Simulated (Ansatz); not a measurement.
# Al2H, quartet along the distance Al1-Al2

Starting geometry (PBE0/def2-TZVP stationary point for this spin, not checked as a minimum):

```yaml
atoms:
  - { symbol: Al, position_ang: [0.0000, 0.0000, 0.2591] }
  - { symbol: Al, position_ang: [0.0000, 0.0000, -2.1014] }
  - { symbol: H, position_ang: [0.0000, 0.0000, 1.8423] }
```

From there Al2 moves along the line of the two atoms named below, all else staying in place; atoms are numbered as listed. Energies are in kcal/mol, counted from the starting geometry at the same level.

Basis 6-31G; Ansatz 0.2.0. Correlated methods freeze the noble-gas cores. R marks a restricted (for open shells ROHF) determinant, U an unrestricted one.

Coupled cluster chose its determinant by a search with trial CCSD, here up to 0.24 eV above the lowest Hartree–Fock solution of its kind. The reference follows the lowest state, whose symmetry changes along the scan.

Full CI is exact within this basis and frozen core; it isn't the basis-set limit. The frozen core follows each run's orbitals, which can shift R against U totals by a few meV.

```json
{"distance Al1-Al2 (Å)": "1.910", "UCCSD": "52.0"}
{"distance Al1-Al2 (Å)": "2.099", "UCCSD": "16.7"}
{"distance Al1-Al2 (Å)": "2.360", "UCCSD": "0.0"}
{"distance Al1-Al2 (Å)": "2.554", "UCCSD": "0.2"}
{"distance Al1-Al2 (Å)": "2.870", "UCCSD": "9.4"}
{"distance Al1-Al2 (Å)": "3.215", "UCCSD": "20.9*"}
{"distance Al1-Al2 (Å)": "3.831", "UCCSD": "33.1"}
{"distance Al1-Al2 (Å)": "4.282", "UCCSD": "36.0"}
{"distance Al1-Al2 (Å)": "5.239", "UCCSD": "37.4"}
{"distance Al1-Al2 (Å)": "6.453", "UCCSD": "37.6"}
{"distance Al1-Al2 (Å)": "7.967", "UCCSD": "37.7"}
```

An asterisk marks runs whose energy the program itself flagged as in doubt.

Question: Estimate the full CI curve in 6-31G from this one, knowing how UCCSD errs.

Answer: The computed full CI values, in kcal/mol from the starting point, and the error of UCCSD against them:
```json
{"distance Al1-Al2 (Å)": "1.910", "full CI": "52.5", "UCCSD less full CI": "-0.5"}
{"distance Al1-Al2 (Å)": "2.099", "full CI": "17.1", "UCCSD less full CI": "-0.4"}
{"distance Al1-Al2 (Å)": "2.360", "full CI": "0.0", "UCCSD less full CI": "0.0"}
{"distance Al1-Al2 (Å)": "2.554", "full CI": "-0.2", "UCCSD less full CI": "0.4"}
{"distance Al1-Al2 (Å)": "2.870", "full CI": "8.4", "UCCSD less full CI": "1.0"}
{"distance Al1-Al2 (Å)": "3.215", "full CI": "19.6", "UCCSD less full CI": "1.3"}
{"distance Al1-Al2 (Å)": "3.831", "full CI": "31.9", "UCCSD less full CI": "1.2"}
{"distance Al1-Al2 (Å)": "4.282", "full CI": "35.9", "UCCSD less full CI": "0.1"}
{"distance Al1-Al2 (Å)": "5.239", "full CI": "38.5", "UCCSD less full CI": "-1.1"}
{"distance Al1-Al2 (Å)": "6.453", "full CI": "39.0", "UCCSD less full CI": "-1.4"}
{"distance Al1-Al2 (Å)": "7.967", "full CI": "39.1", "UCCSD less full CI": "-1.4"}
```

Full CI's occupations show more than one leading determinant at 5.239.

The error spans 2.7 kcal/mol and is largest, -1.4 kcal/mol, at 6.453 Å.

These errors take the starting point as zero, where UCCSD itself lies 1.8 kcal/mol above full CI in total energy. In total energy its miss is smallest, 0.4 kcal/mol, at 7.967 and largest, 3.1 kcal/mol, at 3.215 Å. So where the relative error is largest, the method lies nearer the reference than at the start.
